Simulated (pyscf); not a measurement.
O=Si(OH)–F + HF → O=Si(F)–F + H₂O, a four-centre exchange (singlet surface; O–Si, F–H broken, F–Si, H–O formed). Single points on ωB97X-D3(BJ)/def2-SVP structures (PySCF, gas phase). Correlated levels are frozen-core, on RHF or UHF. ΔMP2 is the change of the MP2 total energy from the triple- to the quadruple-zeta basis. Energies in kcal/mol from the separated reactants.

AM1 to PM7: differences of heats of formation from MOPAC, which are fitted to 298 K values and so differ in kind from electronic energies by zero-point and thermal terms. 

**Question.** Quick PM3 single points give ΔE‡ = 19.8 kcal/mol and ΔE = -5.4 kcal/mol. What does CCSD(T)/def2-TZVPP + ΔMP2(QZVPP) give, and how far is the quick result from it?

**Answer.** CCSD(T)/def2-TZVPP + ΔMP2(QZVPP) gives ΔE‡ = -4.4 kcal/mol and ΔE = -3.8 kcal/mol. PM3 lies 24.2 kcal/mol over it in the barrier and 1.6 kcal/mol under it in the reaction energy, so on this step it does not hold to within 3.0 kcal/mol. CCSD(T)/def2-TZVPP + ΔMP2(QZVPP) has limits of its own. On the reactant side the descent ends in an adduct with a F–Si contact, 10.2 kcal/mol under the separated species and 3.7 kcal/mol under the saddle at ωB97X-D3(BJ)/def2-TZVP. On the product side the descent ends in an adduct with a O–Si contact, 32.2 kcal/mol under the separated species and 29.0 kcal/mol under the saddle at ωB97X-D3(BJ)/def2-TZVP. At CCSD(T) the saddle lies under the separated reactants, which points to a path from their complex (located at ωB97X-D3(BJ) alone). At CCSD(T) the saddle lies under the separated products, which points to a path from their complex (located at ωB97X-D3(BJ) alone). What is counted as formed (F–Si) is already present as a longer contact in the reactant adduct; forming that adduct is a step of its own. What is counted as broken (O–Si) persists as a longer contact in the product adduct; parting that adduct is a step of its own. At ωB97X-D3(BJ)/def2-TZVP the barrier from the zero used here is -6.5 kcal/mol. One saddle was located; it need not be the lowest between these sides. The CCSD(T) − MP2 part came from Ansatz, without density fitting, on the same reference.
